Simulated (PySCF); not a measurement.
**Spin–spin coupling constants**

Bonds (- single, = double, # triple, : aromatic): C1-C2 1.514 Å, C2-N3 1.360 Å, C2=O4 1.213 Å. C1 carries H5, H6, H7; N3 carries H8, H9. H8 is cis to the C=O or C=S heteroatom; H9 is trans to the C=O or C=S heteroatom.

Couplings: B3LYP/pcJ-1 in PySCF, geometry PBE0-D3(BJ)/def2-SVP; gas phase, one conformer, non-relativistic. Couplings are averaged over pairs made equivalent by symmetry, fast rotation or ring inversion, so a value needn't be that of the named pair in this geometry, while other rotamers aren't included; one pair stands for each set, and the list holds those of at least 0.8 Hz over up to four bonds.

Isotopes: $^{13}$C, $^{1}$H, $^{15}$N, $^{17}$O. Couplings to quadrupolar nuclei such as 17O and 33S are rarely resolved in practice.

```json
{"pair": "C1, C2", "bonds": "1", "J (Hz)": "55.1"}
{"pair": "C1, H5", "bonds": "1", "J (Hz)": "134.6"}
{"pair": "C2, N3", "bonds": "1", "J (Hz)": "?"}
{"pair": "C2, O4", "bonds": "1", "J (Hz)": "?"}
{"pair": "N3, H8", "bonds": "1", "J (Hz)": "-94.9"}
{"pair": "N3, H9", "bonds": "1", "J (Hz)": "-95.5"}
{"pair": "C1, N3", "bonds": "2", "J (Hz)": "?"}
{"pair": "C1, O4", "bonds": "2", "J (Hz)": "-2.9"}
{"pair": "C2, H5", "bonds": "2", "J (Hz)": "-5.1"}
{"pair": "C2, H8", "bonds": "2", "J (Hz)": "-0.9"}
{"pair": "C2, H9", "bonds": "2", "J (Hz)": "5.8"}
{"pair": "H5, H6", "bonds": "2", "J (Hz)": "?"}
{"pair": "H8, H9", "bonds": "2", "J (Hz)": "?"}
{"pair": "C1, H8", "bonds": "3", "J (Hz)": "8.1"}
{"pair": "N3, H5", "bonds": "3", "J (Hz)": "-0.8"}
{"pair": "O4, H5", "bonds": "3", "J (Hz)": "-1.5"}
{"pair": "O4, H8", "bonds": "3", "J (Hz)": "1.6"}
```

Question: Estimate the withheld couplings, with signs.

Answer: 
- $^{1}J$(C2,N3) = -16.4 Hz (bond length 1.360 Å)
- $^{1}J$(C2,O4) = 26.5 Hz (bond length 1.213 Å)
- $^{2}J$(C1,N3) = -13.0 Hz (angle at C2 115°)
- $^{2}J$(H5,H6) = -15.0 Hz (mean over equivalent pairs that range from -19.4 to -12.7 Hz in this conformer)
- $^{2}J$(H8,H9) = 7.7 Hz (angle at N3 119°)
